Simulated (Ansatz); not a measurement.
The first iterations of a band of BClH2 + CH4 (9 atoms, charge 0, multiplicity 1).

Computed with Ansatz 0.2.0, RKS PBE/def2-TZVP.

```yaml
movable_images: 9
climbing_image: yes
spring: 5.0 eV/Å²
optimiser: quadratic models (default)
start_path: through a guess of the saddle point
force_threshold: 0.03 eV/Å
iteration_limit: 60
end_points: relaxed
```

Image 0:

```xyz
9
Properties=species:S:1:pos:R:3
B -0.779 0.267 -1.806
Cl 0.508 1.136 -2.596
H -0.800 -0.925 -1.914
H -1.592 0.899 -1.196
H 1.224 -0.042 0.682
C 0.532 -0.274 1.502
H 0.190 0.657 1.968
H 1.050 -0.890 2.247
H -0.333 -0.828 1.114
```

Image 10:

```xyz
9
Properties=species:S:1:pos:R:3
B -0.734 -0.172 -0.522
Cl 1.319 1.020 -1.693
H -0.669 -1.086 -1.304
H -1.453 0.755 -0.793
H 2.026 1.081 -0.613
C -0.179 -0.341 0.934
H 0.003 0.597 1.480
H 0.690 -1.007 1.031
H -1.003 -0.847 1.480
```

| iteration | highest image above the first end (eV) | largest band force component (eV/Å) |
| --- | --- | --- |
| 1 | 1.634 | 2.980 |
| 2 | 1.433 | 1.995 |
| 3 | 1.611 | 2.249 |
| 4 | 1.561 | 1.656 |
| 5 | 1.338 | 1.596 |
| 6 | 1.323 | 1.452 |
| 7 | 1.301 | 0.739 |

Problem. Does the band converge within its limit, and where does its top end?

Solution. It converged. It ended after 22 iterations with the highest image 1.360 eV above the first end. A vibrational analysis at the climbing image gives one clearly imaginary mode, 688i cm⁻¹: a first-order saddle point. The orbitals stay closed-shell, which can raise the energy where a bond breaks towards radicals; this wasn't checked here.

Time of the run: 4.8 min on 4 threads of Arm Neoverse N1, on a shared host, peak memory 0.21 GiB.
